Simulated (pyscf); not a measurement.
HO–SiH(OH)–F (SMILES O[SiH](O)F) → HO–Si:–OH (SMILES O[Si]O) [singlet] + HF (SMILES F) (1,1-elimination; singlet surface; F–Si, H–Si broken, F–H formed). Single points on ωB97X-D3(BJ)/def2-SVP structures (PySCF, gas phase). Correlated levels are frozen-core, on RHF or UHF. ΔMP2 is the change of the MP2 total energy from the triple- to the quadruple-zeta basis. Energies in kcal/mol from the reactant's lowest minimum found.

```json
[
 {"level": "ωB97X-D3(BJ)/def2-TZVP", "barrier": "89.7", "reaction energy": "+72.9"},
 {"level": "B3LYP-D3(BJ)/def2-TZVP", "barrier": "85.5", "reaction energy": "+69.4"},
 {"level": "PBE0-D3(BJ)/def2-TZVP", "barrier": "84.9", "reaction energy": "+70.7"},
 {"level": "MP2/def2-QZVPP", "barrier": "90.6", "reaction energy": "+72.3"},
 {"level": "CCSD/def2-TZVPP", "barrier": "(withheld)", "reaction energy": "+69.8"},
 {"level": "CCSD(T)/def2-TZVPP", "barrier": "90.0", "reaction energy": "+69.1"},
 {"level": "CCSD(T)/def2-TZVPP + ΔMP2(QZVPP)", "barrier": "(withheld)", "reaction energy": "(withheld)"}
]
```

Problem. What belongs in the gaps?

Solution. 
- CCSD/def2-TZVPP, barrier: 93.8
- CCSD(T)/def2-TZVPP + ΔMP2(QZVPP), barrier: 89.9
- CCSD(T)/def2-TZVPP + ΔMP2(QZVPP), reaction energy: +69.5

Of the functionals in the table, ωB97X-D3(BJ) is closest to CCSD(T)/def2-TZVPP + ΔMP2(QZVPP) in the barrier (0.3 kcal/mol apart) and PBE0-D3(BJ) least close (5.0 kcal/mol); that level has limits of its own. One saddle was located; it need not be the lowest between these sides. The CCSD(T) − MP2 part came from Ansatz, without density fitting, on the same reference.
